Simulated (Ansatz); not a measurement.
# CHFSi: the cost of one run

Method: def2-QZVPP, all electrons in the functionals, frozen cores in the correlation of double hybrids and RPA; program: Ansatz 0.2.0, Gaussian basis.

The runs, in order: wB97M-V, B2PLYP, at charge 0, triplet; charge 0, singlet; charge 0, quintet; charge 1, doublet; charge 1, quartet.

2 further runs of the same task are left out: 2 set aside as unsound or not needed.

## (1) The system

The geometry is a PBE0/def2-TZVP stationary point (not a proven minimum).

4 atoms, charge 0, spin multiplicity 3.

Atoms are counted from 1 here; the program's logs count them from 0.

Bond lengths: F1–C2 1.331 Å, C2–Si3 1.857 Å, C2–H4 1.094 Å. Angles: F1–C2–Si3 123.4°, F1–C2–H4 109.0°, Si3–C2–H4 127.6°.

No dispersion term is added; wB97M-V holds VV10 nonlocal correlation.

The geometry shown and the zero of energy belong to the point charge 0, triplet. The yardstick, UCCSD(T), and other wave-function levels (R restricted, U unrestricted, valence and pair active spaces) come from earlier runs.

## (2) wB97M-V, charge 0, triplet

Contents of in.yaml:

```yaml
crystal:
  periodic: [false, false, false]
  atoms:
    - {symbol: F, position_ang: [0.000000, -0.300700, 1.533384]}
    - {symbol: C, position_ang: [0.000000, 0.518965, 0.484561]}
    - {symbol: Si, position_ang: [0.000000, -0.074287, -1.274648]}
    - {symbol: H, position_ang: [0.000000, 1.553738, 0.840684]}
basis:
  gaussian: {orbitals: "def2-QZVPP.json"}
magnetization: {spin_polarized: true, initial_magnetization: 2}
hamiltonian: {xc: {name: wB97M-V}}
output: {orbitals: {seedname: orbitals}}
```

On the command line:

```
$ ansatz run in.yaml --threads 1 --pin off --events-out ev --progress --plain --max-ram 2393MiB
```

What time and memory should one allow on 1 thread of Intel Xeon Platinum 8259CL at 2.50GHz, shared host?

About 22 s, with a peak of 0.58 GiB.
